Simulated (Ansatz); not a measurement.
Si–CH2, singlet: the ladder up to RCCSDT(Q)

Geometry: a PBE0/def2-TZVP stationary point for this spin, not checked as a minimum.

```xyz
4

Si    0.0000    0.0000    0.5957
C     0.0000    0.0000   -1.1063
H     0.0000   -0.9093   -1.7078
H     0.0000    0.9093   -1.7078
```

Basis cc-pVTZ; Ansatz 0.2.0. Correlated methods freeze the noble-gas cores, which leaves 10 electrons in 86 orbitals. R marks a restricted (for open shells ROHF) determinant, U an unrestricted one. Active spaces: valence = (10e, 10o) chosen from the atoms' valence shells.

Full CI isn't at hand for all of this; RCCSDT(Q) serves as the reference, and is uncertain by about the last step of the cluster series. The frozen core follows each run's orbitals, which can shift R against U totals by a few meV.

Unrestricted rows (U) aren't spin-pure: their determinants' ⟨S²⟩ exceeds S(S+1) by up to 0.25, so they mix in states of higher spin.

```
UHF ⟨S²⟩                          : 0.247
T1 diagnostic (RCCSD)             : 0.0159
largest doubles amplitude (RCCSD) : 0.122
```

```json
{"level": "UHF", "E − E(RHF) (eV)": "-0.0391"}
{"level": "RMP2", "E − E(RHF) (eV)": "-7.1226"}
{"level": "UMP2", "E − E(RHF) (eV)": "-6.8042"}
{"level": "RCCSD", "E − E(RHF) (eV)": "-7.8110"}
{"level": "UCCSD", "E − E(RHF) (eV)": "-7.7963"}
{"level": "RCCSD(T)", "E − E(RHF) (eV)": "-8.2002"}
{"level": "UCCSD(T)", "E − E(RHF) (eV)": "-8.1832"}
```

Question: Estimate how far RCCSDT(Q) in cc-pVTZ lies from RCCSD(T). The table doesn't fix it; the size of (T) and the diagnostics are the guide.

Answer: RCCSDT(Q) in cc-pVTZ lies 1.19 kcal/mol below RCCSD(T), which is 13 % of the (T) step (-8.98 kcal/mol). A doubles amplitude is large, RHF is unstable towards spin polarisation, but (T) still catches most of what CCSD lacks. The miss exceeds 1 kcal/mol.

The other levels:

| level | E − E(RCCSDT(Q)) (kcal/mol) | share of correlation (%) | wall time |
| --- | --- | --- | --- |
| BCCD(T) | 1.14 | 99.40 | 2.4 s |
| RCCSDT | 0.66 | 99.65 | – |
| UCCSDT | 0.70 | 99.63 | – |
| UCCSDT(Q) | -0.01 | 100.01 | 16 s (H100) |
| CASSCF (valence space) | 116.85 | 38.60 | – |
| NEVPT2 (valence space) | 28.87 | 84.83 | 6.5 s (H100) |
| MRCISD (valence space) | 10.08 | 94.70 | – |
| MRCISD+Q (valence space) | 2.18 | 98.85 | 8 s (H100) |

The correlation energy at RCCSDT(Q), counted from RHF, is -8.252 eV. That run took 6.5 s on 2 threads of AMD EPYC 7R13 with a shared H100 80 GB, shared host.

Times hold each run's SCF and search for its determinant on a shared host, so for small cases they say little of a method's own cost; rows without a card ran on 1 thread of AMD EPYC 7R13.

Natural occupations of CASSCF (valence space) about the gap: 1.983 1.978 1.977 1.931 1.923 0.072 0.072 0.024 0.022 0.020; effectively unpaired electrons, Σ n²(2−n)², 0.09.

Atomization energy (electronic, same basis, no zero-point term; atoms at the same level, unrestricted beside the R rows where the molecule is a closed shell, with restricted open-shell steps beyond CCSDT(Q)) at RCCSDT(Q): 1281.5 kJ/mol. Errors of other levels:

```tsv
level	error (kJ/mol)
RHF	-357.2
UHF	-353.5
RMP2	7.1
UMP2	-23.6
RCCSD	-27.3
UCCSD	-28.8
RCCSD(T)	-1.6
UCCSD(T)	-3.2
BCCD(T)	-1.0
RCCSDT	-2.5
UCCSDT	-2.7
UCCSDT(Q)	0.0
CASSCF (valence space)	-110.9
NEVPT2 (valence space)	-36.6
MRCISD (valence space)	-28.9
MRCISD+Q (valence space)	-13.0
```

This basis is far from its limit, so the value isn't to be set against a measured one. Truncated CI isn't size-consistent, which counts against it in atomization.
